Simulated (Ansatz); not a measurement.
**One shape, several levels: HS− (SMILES [SH-])**

We compute a comparison of 6 runs (UHF/3-21G, UHF/cc-pVDZ, UB3LYP/3-21G, UPBE0/3-21G, RPA@PBE/cc-pVDZ, BCCD(T)/cc-pVDZ) of HS−. 

The calculation is run with Ansatz 0.2.0.

3 further runs of the same task are left out: 2 that didn't finish, 1 set aside as unsound or not needed.

### 1 The system as given

The species is HS− (2 atoms), meant as a singlet with charge -1. As SMILES, `[SH-]`. The H2–S1 distance was set to 2.692 Å, away from the relaxed value.

### 2 A single-point energy at UHF/3-21G (run 1)

molecule.yaml reads:

```yaml
crystal:
  periodic: [false, false, false]
  atoms:
    - {symbol: S, position_ang: [1.724071, -0.563691, 0.886485]}
    - {symbol: H, position_ang: [-0.574700, 0.187900, -0.295500]}
basis:
  gaussian: {orbitals: 3-21G.json}
hamiltonian: {xc: hf}
accuracy: high
magnetization: {spin_polarized: true, initial_magnetization: 0}
total_charge: -1
```

The basis set 3-21G is read from a file made from the Basis Set Exchange's data (not shown).

On the command line:

```bash
$ ansatz run molecule.yaml --threads 1 --pin off --max-ram 2610MiB --events-out events.jsonl --progress --plain --runs-dir runs
```

The program printed:

```text
Warning: RAYON_NUM_THREADS=1 ignored (pool sized by the plan → 1); use --threads N
Functional definition: HF
  name "HF"
  exchange = exact_x
  correlation = 0
264 factors; integrals over basis functions are off by at most 3.6e-9 eV
mean field evaluation 1: about -10775.4291 eV, gradient 6.0e0 eV
mean field evaluation 2: about -10775.4293 eV, gradient 6.0e0 eV
mean field evaluation 4: about -10775.7803 eV, gradient 8.6e-1 eV
mean field evaluation 8: about -10775.7860 eV, gradient 5.5e-6 eV
mean field evaluation 16: about -10775.8418 eV, gradient 4.4e-1 eV
mean field evaluation 32: about -10777.4735 eV, gradient 6.9e-1 eV
mean field evaluation 64: about -10777.4888 eV, gradient 8.4e-1 eV
mean field evaluation 96: about -10777.3422 eV, gradient 1.9e-1 eV
mean field -10777.50959764 eV, -396.0661724548 hartree, gradient 2.7e-8 eV, S^2 0.903894; 7 other end points of the search recorded, 0 dependent functions left out
reference -10777.50959764 eV, -396.0661724548 hartree; 9, 9 occupied and 6, 6 virtual orbitals, 264 factors
Total energy: -10777.50959764 eV, -396.0661724548 hartree
```

Wall time 0.14 s (1 thread of Arm Neoverse V2, shared host).

### 3 The energy at UHF/cc-pVDZ (run 2)

run.yaml reads:

```yaml
crystal:
  periodic: [false, false, false]
  atoms:
    - {symbol: S, position_ang: [1.724071, -0.563691, 0.886485]}
    - {symbol: H, position_ang: [-0.574700, 0.187900, -0.295500]}
basis:
  gaussian:
    orbitals: cc-pVDZ
total_charge: -1
magnetization:
  spin_polarized: true
hamiltonian:
  xc: hf
accuracy: high
```

On the command line:

```bash
$ ansatz run run.yaml --threads 1 --pin off --max-ram 2610MiB --events-out events.jsonl --progress --plain --runs-dir runs
```

The program printed, cut to the lines that bear on the results:

```text
Warning: RAYON_NUM_THREADS=1 ignored (pool sized by the plan → 1); use --threads N
[... 2 set-up lines as earlier in the session ...]
[...]
396 factors; integrals over basis functions are off by at most 3.0e-9 eV
[...]
mean field -10830.47111581 eV, -398.0124723490 hartree, gradient 1.0e-8 eV, S^2 0.900316; 7 other end points of the search recorded, 0 dependent functions left out
reference -10830.47111581 eV, -398.0124723490 hartree; 9, 9 occupied and 14, 14 virtual orbitals, 396 factors
Total energy: -10830.47111581 eV, -398.0124723490 hartree
```

It took 0.36 s on 1 thread of Arm Neoverse V2, shared host.

Runs 3 to 4 aren't shown in full; the table further down has their settings and results.

### 4 The energy at RPA@PBE/cc-pVDZ (run 5)

molecule.yaml reads:

```yaml
crystal:
  periodic: [false, false, false]
  atoms:
    - {symbol: S, position_ang: [1.724071, -0.563691, 0.886485]}
    - {symbol: H, position_ang: [-0.574700, 0.187900, -0.295500]}
basis:
  gaussian:
    orbitals: cc-pVDZ
total_charge: -1
hamiltonian:
  xc: pbe
correlation:
  method: rpa
  frozen_orbitals: {H: 0, S: 5}
accuracy: high
```

On the command line:

```bash
$ ansatz run molecule.yaml --threads 1 --pin off --max-ram 2610MiB --events-out events.jsonl --progress --plain --runs-dir runs
```

The program printed, cut to the lines that bear on the results:

```text
Warning: RAYON_NUM_THREADS=1 ignored (pool sized by the plan → 1); use --threads N
Functional definition: PBE
  name "PBE"
[...]
396 factors; integrals over basis functions are off by at most 3.0e-9 eV
[...]
mean field -10843.77027250 eV, -398.5012073427 hartree, gradient 5.5e-9 eV, S^2 0.000000; 0 other end points of the search recorded, 0 dependent functions left out; unrestricted orbitals would lower it
unrestricted determinant -10830.47111581 eV, -398.0124723490 hartree, S^2 0.9003
5 core orbitals not correlated: weight in the atoms' cores, before any rotation towards them, 1.000 or more for the frozen orbitals, at most 0.000 for the correlated occupied ones
reference -10828.59013732 eV, -397.9433476645 hartree; 4, 4 occupied and 14, 14 virtual orbitals, 396 factors
Total energy: -10836.61414700 eV, -398.2382245814 hartree
```

Run time: 0.82 s. Hardware: 1 thread of Arm Neoverse V2, shared host.

### 5 The energy at BCCD(T)/cc-pVDZ (run 6)

run.yaml, as its differences from that of step 3:

```diff
@@ -10,5 +10,8 @@
 magnetization:
-  spin_polarized: true
-hamiltonian:
-  xc: hf
+  spin_polarized: false
+correlation:
+  method: bccd_t
+  frozen_orbitals: {H: 0, S: 5}
 accuracy: high
+scf:
+  omitted_lower_state_checks: [cluster_reference, increment]
```

On the command line:

```bash
$ ansatz run run.yaml --threads 1 --pin off --max-ram 2610MiB --events-out events.jsonl --progress --plain --runs-dir runs
```

The program printed:

```text
Warning: RAYON_NUM_THREADS=1 ignored (pool sized by the plan → 1); use --threads N
[... 12 lines left out ...]
5 core orbitals not correlated: weight in the atoms' cores, before any rotation towards them, 1.000 or more for the frozen orbitals, at most 0.000 for the correlated occupied ones
[... 29 lines left out ...]
WARN: these amplitudes may be one of several solutions (largest doubles amplitude 0.38, level shift 0.53 eV)
Total energy: -10834.22842756 eV, -398.1505510089 hartree
Checks for a lower state left out: cluster_reference, increment
```

Wall time 0.3 s (1 thread of Arm Neoverse V2, shared host).

### 6 All runs side by side

| run | level | frozen core orbitals | energy (Eh) | ⟨S²⟩ | wall time |
| --- | --- | --- | --- | --- | --- |
| 1 | UHF/3-21G | – | -396.066172 | 0.904 | 0.14 s |
| 2 | UHF/cc-pVDZ | – | -398.012472 | 0.900 | 0.36 s |
| 3 | UB3LYP/3-21G | – | -396.733402 | 0.654 | 2.1 s |
| 4 | UPBE0/3-21G | – | -396.570060 | 0.707 | 2.2 s |
| 5 | RPA@PBE/cc-pVDZ | 5 | -398.238225 | – | 0.82 s |
| 6 | BCCD(T)/cc-pVDZ | 5 | -398.150551 | – | 0.3 s |

### 7 Summary of results

| quantity | value |
| --- | --- |
| run 6: total energy | -398.15055 Eh |
| run 6: correlation energy (5 core orbitals frozen) | -191.3 mEh |
| run 6: (T) correction | -10.16 mEh |

In words: Totals of different functionals can't be ranked against each other. In runs 5, 6 the log says that unrestricted orbitals would lower the reference, so the values rest on an unstable closed-shell determinant (other closed-shell runs at this shape may share the fault). Spin contamination of the reference: run 1 ⟨S²⟩ = 0.90, run 2 ⟨S²⟩ = 0.90, run 4 ⟨S²⟩ = 0.71, run 3 ⟨S²⟩ = 0.65. Where it is this large, the reference is a mixture of spin states, and values that rest on it are in doubt. All runs together took 6 s, the longest 2.2 s.
